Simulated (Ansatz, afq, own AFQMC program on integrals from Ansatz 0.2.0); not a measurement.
GeH$_{4}$ + SiH, doublet in cc-pVDZ along one coordinate

```xyz
7

Ge   -0.9272    0.0141    0.0000
H    -1.4387    1.4607    0.0000
H    -1.4387   -0.7092    1.2528
H    -1.4387   -0.7092   -1.2528
H     0.6071    0.0141    0.0000
Si    2.4298    0.0141    0.0000
H     2.8262   -1.4654    0.0000
```

A hydrogen atom is moved from one rigid fragment to the other; the Ge1–H5 distance tells how far. The two fragments are held close together, so this isn't a minimum-energy path and the start is a compressed complex. Energies in kcal/mol count from this geometry (1.534 Å) at the same level; the start stands on UHF, each point on the determinant named.

Basis cc-pVDZ. Only valence electrons are correlated. Integrals, coupled cluster, full CI and functionals: Ansatz 0.2.0; the random walks run on the same integrals in our own AFQMC program. ph-AFQMC/CISD is guided by a CISD state made of CCSD amplitudes; releasing the constraint for a short imaginary time cuts its bias at the price of noise, slowly where states lie close. Error bars are statistical, one sigma. No spin–orbit coupling.

Cautions, each for one point or more: an unrestricted solution with more broken spin lies lower; higher spins were not checked; inner d shell frozen; no relativity below Rb; no spin-orbit coupling; strong correlation; unrestricted determinant spin contaminated.

| r(Ge1–H5) / Å | det. | T1 | weight | ⟨S²⟩ | B3LYP | CCSD | CCSD(T) |
| --- | --- | --- | --- | --- | --- | --- | --- |
| 1.644 | UHF | 0.019 | 0.85 | 0.77 | 0.9 | 1.8 | 1.5 |
| 1.698 | UHF | 0.019 | 0.85 | 0.77 | 2.6 | 4.1 | 3.7 |
| 1.753 | UHF | 0.019 | 0.85 | 0.77 | 5.2 | 7.2 | 6.6 |
| 1.808 | UHF | 0.019 | 0.85 | 0.78 | 8.6 | 11.2 | 10.4 |
| 1.917 | UHF | 0.052 | 0.79 | 0.91 | 18.1 | 22.3 | 20.7 |

Problem. Estimate the curve of CCSDT(Q), counted from the same start.

Solution. 
```csv
r(Ge1–H5) / Å,det.,T1,weight,⟨S²⟩,CCSDT(Q),ph-AFQMC/CISD,released AFQMC
1.644,UHF,0.019,0.85,0.77,1.4,1.6 ± 0.1,1.5 ± 0.1
1.698,UHF,0.019,0.85,0.77,3.5,3.4 ± 0.1,3.6 ± 0.1
1.753,UHF,0.019,0.85,0.77,6.4,6.7 ± 0.1,6.5 ± 0.1
1.808,UHF,0.019,0.85,0.78,10.1,10.4 ± 0.1,–
1.917,UHF,0.052,0.79,0.91,19.9,20.6 ± 0.2,20.2 ± 0.1*
```

Weight is that of the determinant in the CISD state; at the start T1 is 0.018 and the weight 0.85, and ⟨S²⟩ is 0.78. An asterisk marks released energies that aren't shown to be converged. A dash marks a missing value, a released energy that hasn't settled or a functional that sits on another state. Largest departures from CCSDT(Q), at the points where its series has closed: CCSD(T) 0.3 kcal/mol at 1.808 (on UHF), ph-AFQMC/CISD 0.3 kcal/mol at 1.808 (on UHF), released AFQMC 0.1 kcal/mol at 1.644 (on UHF) (within the noise), B3LYP -1.5 kcal/mol at 1.808, CCSD 1.1 kcal/mol at 1.808 (on UHF). Functionals count only at points shown to share the start's state and spin. In this small basis the wave-function levels are far from their limit, so their gap to the functionals isn't the functionals' error.

A walk keeps the symmetry of its determinant, which the program's search chose and which needn't be the lowest solution, so a lower state of the same spin and another symmetry isn't excluded.
